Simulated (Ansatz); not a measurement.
```yaml
crystal:
  periodic: [false, false, false]
  atoms:
    - {symbol: Ge, position_ang: [-1.398723, -0.228460, -0.001684]}
    - {symbol: P, position_ang: [0.671177, 0.608398, 0.003911]}
    - {symbol: P, position_ang: [2.580873, -0.137363, -0.000371]}
    - {symbol: H, position_ang: [0.868114, 1.989801, 0.012543]}
basis:
  gaussian: {orbitals: def2-TZVP}
magnetization: {spin_polarized: true, initial_magnetization: 3}
hamiltonian: {xc: pbe0}
relax: {f_tol: 0.004, max_steps: 80}
```

```sh
$ ansatz run in.yaml --threads 1 --pin off --events-out ev --progress --plain --max-ram 2176MiB
```

Steps of the relaxation (energy above the last step; positions in Å, forces in eV/Å):

```
4
step 1, 14.4 meV
Ge   -1.399   -0.228   -0.002   -0.230   -0.065    0.000
P     0.671    0.608    0.004   -0.096   -0.253   -0.002
P     2.581   -0.137    0.000    0.364   -0.194   -0.001
H     0.868    1.990    0.013   -0.039    0.512    0.003
```

```
4
step 2, 0.8 meV
Ge   -1.404   -0.220   -0.002   -0.034   -0.018    0.000
P     0.686    0.607    0.004    0.014   -0.137   -0.001
P     2.609   -0.166   -0.001   -0.022    0.025    0.000
H     0.830    2.011    0.013    0.043    0.130    0.001
```

```
4
step 3, 0.0 meV
Ge   -1.409   -0.225   -0.002   -0.003    0.000    0.000
P     0.683    0.606    0.004    0.012   -0.027    0.000
P     2.607   -0.161   -0.001   -0.011    0.005    0.000
H     0.840    2.013    0.013    0.002    0.022    0.000
```

```
4
step 5, 0.0 meV
Ge   -1.409   -0.224   -0.002    0.000   -0.001    0.000
P     0.683    0.604    0.004    0.002    0.001    0.000
P     2.607   -0.161   -0.001   -0.001    0.000    0.000
H     0.840    2.013    0.013    0.000    0.000    0.000
```

Close pairs at the end: P2–H4 1.417 Å, P2–P3 2.071 Å, Ge1–P2 2.251 Å.

A stationary point of unrestricted PBE0 after 5 steps, with ⟨S²⟩ = 3.797 against 3.75 for a pure state; no frequencies were run, so it isn't proven a minimum. 31 s on 1 thread of Intel Xeon Platinum 8488C, shared host.
